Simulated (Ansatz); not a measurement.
This script for Ansatz 0.2.0 through its Python package starts 8 runs on CH3LiO, SMILES [Li][O]C. What input does the engine get in each?

Script `scan.py`:
```python
'''Potential curve of CH3LiO along one bond.'''

import ansatz as az
from ase import Atoms
import numpy as np

atoms = Atoms(['Li', 'O', 'C', 'H', 'H', 'H'], positions=[
    [-1.6853, -0.2731, -1.2067],
    [-0.3936, -1.0009, -0.1906],
    [0.3358, 0.0838, 0.244],
    [1.2777, -0.277, 0.884],
    [0.7804, 0.6256, -0.6315],
    [-0.273, 0.7776, 0.8546],
])
system = az.Crystal.molecule_from_ase(atoms)

symbols = [site.symbol for site in system.cartesian_sites]
start = np.array([site.position_ang for site in system.cartesian_sites])
axis = (start[3] - start[2]) / np.linalg.norm(start[3] - start[2])
moving = [3]
lengths, energies = [1.02, 1.1, 1.19, 1.31, 1.49, 1.79, 2.15, 2.63], []
for length in lengths:
    xyz = start.copy()
    xyz[moving] += (length - np.linalg.norm(start[3] - start[2])) * axis
    point = az.Crystal.molecule()
    for symbol, xyz in zip(symbols, xyz):
        point = point.atom(symbol, xyz.tolist())
    setup = (
        point.calculation()
        .basis(gaussian='def2-SVP')
        .functional('PBE')
    )
    data = setup.run(threads=1).report
    energies.append(data['free_energy_ev'])
    print(f'r = {length:6.3f} A  E = {energies[-1]:.5f} eV  <S^2> = {abs(data["mean_field"]["state"]["spin_squared"]):.3f}')

print('energy above the lowest point (eV):', [round(e - min(energies), 3) for e in energies])
```

Run 1:
```yaml
crystal:
  periodic: [false, false, false]
  atoms:
    - { symbol: Li, position_ang: [-1.6853, -0.2731, -1.2067] }
    - { symbol: O, position_ang: [-0.3936, -1.0009, -0.1906] }
    - { symbol: C, position_ang: [0.3358, 0.0838, 0.244] }
    - { symbol: H, position_ang: [1.1400669979570415, -0.22427891799862043, 0.7904814509953355] }
    - { symbol: H, position_ang: [0.7804, 0.6256, -0.6315] }
    - { symbol: H, position_ang: [-0.273, 0.7776, 0.8546] }
basis:
  gaussian:
    orbitals: def2-SVP
hamiltonian:
  xc: pbe
```

Run 2, against run 1:
```diff
-    - { symbol: H, position_ang: [1.1400669979570415, -0.22427891799862043, 0.7904814509953355] }
+    - { symbol: H, position_ang: [1.203146762502692, -0.24844197039066912, 0.8333427412694796] }
```

Run 3, against run 1:
```diff
-    - { symbol: H, position_ang: [1.1400669979570415, -0.22427891799862043, 0.7904814509953355] }
+    - { symbol: H, position_ang: [1.2741114976165484, -0.27562540433172383, 0.8815616928278914] }
```

Run 4, against run 1:
```diff
-    - { symbol: H, position_ang: [1.1400669979570415, -0.22427891799862043, 0.7904814509953355] }
+    - { symbol: H, position_ang: [1.368731144435024, -0.31186998291979684, 0.9458536282391075] }
```

Run 5, against run 1:
```diff
-    - { symbol: H, position_ang: [1.1400669979570415, -0.22427891799862043, 0.7904814509953355] }
+    - { symbol: H, position_ang: [1.5106606146627373, -0.3662368508019063, 1.0422915313559313] }
```

Run 6, against run 1:
```diff
-    - { symbol: H, position_ang: [1.1400669979570415, -0.22427891799862043, 0.7904814509953355] }
+    - { symbol: H, position_ang: [1.747209731708926, -0.4568482972720888, 1.2030213698839711] }
```

Run 7, against run 1:
```diff
-    - { symbol: H, position_ang: [1.1400669979570415, -0.22427891799862043, 0.7904814509953355] }
+    - { symbol: H, position_ang: [2.031068672164352, -0.5655820330363077, 1.395897176117619] }
```

Run 8, against run 1:
```diff
-    - { symbol: H, position_ang: [1.1400669979570415, -0.22427891799862043, 0.7904814509953355] }
+    - { symbol: H, position_ang: [2.409547259438254, -0.7105603473885997, 1.653064917762483] }
```

Running `python scan.py` prints:
```text
r =  1.020 A  E = -3330.31623 eV  <S^2> = 0.000
r =  1.100 A  E = -3330.50012 eV  <S^2> = 0.000
r =  1.190 A  E = -3330.46236 eV  <S^2> = 0.000
r =  1.310 A  E = -3330.19143 eV  <S^2> = 0.000
r =  1.490 A  E = -3329.59935 eV  <S^2> = 0.000
r =  1.790 A  E = -3328.59773 eV  <S^2> = 0.000
r =  2.150 A  E = -3327.64637 eV  <S^2> = 0.000
r =  2.630 A  E = -3326.78963 eV  <S^2> = 0.000
energy above the lowest point (eV): [0.184, 0.0, 0.038, 0.309, 0.901, 1.902, 2.854, 3.71]
```

Caveats:
- These settings explore the input space; basis and method may be short of convergence.
- The rest of the molecule is held rigid at a force-field or estimated start geometry, and the basis set is modest; single-reference methods fail as a bond breaks.
- The orbitals are restricted, so S² is zero by construction.
- Toward dissociation an unrestricted state can lie under the restricted one, by tenths of an eV for polar bonds under a functional and by 1 to 2 eV or more for others.
- Wall time of the script: 6.9 s on 1 thread of Arm Neoverse V2, with other jobs on the host, peak memory 0.16 GiB.

(Lines on the test bed's own set-up are left out of the output.)
